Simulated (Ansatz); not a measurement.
Litharge SnO, treated with PBE-D4 (Ansatz, a quantum-chemistry and plane-wave program, PAW).

Rigid layers of the crystal as relaxed at this level are moved apart or together:

| run | k mesh | layer repeat (Å) | energy against free layers (meV/Å²) | gap on the mesh (eV) |
|---|---|---|---|---|
| 1 | 10×10×8 | 4.54 | -33.14 | 0.000 |
| 2 | 10×10×8 | 4.69 | -34.48 | 0.000 |
| 3 | 10×10×8 | 4.84 | -34.27 | 0.000 |
| 4 | 10×10×8 | 5.04 | -32.43 | 0.376 |
| 5 | 10×10×6 | 5.34 | -27.98 | 0.828 |
| 6 | 10×10×6 | 5.84 | -19.93 | 1.539 |
| 7 | 10×10×6 | 6.84 | -8.76 | 2.240 |
| 8 | 10×10×4 | 8.84 | -1.60 | 2.754 |

The lowest energy of these points lies at a layer repeat of 4.69 Å.

Spin–orbit coupling is not included.
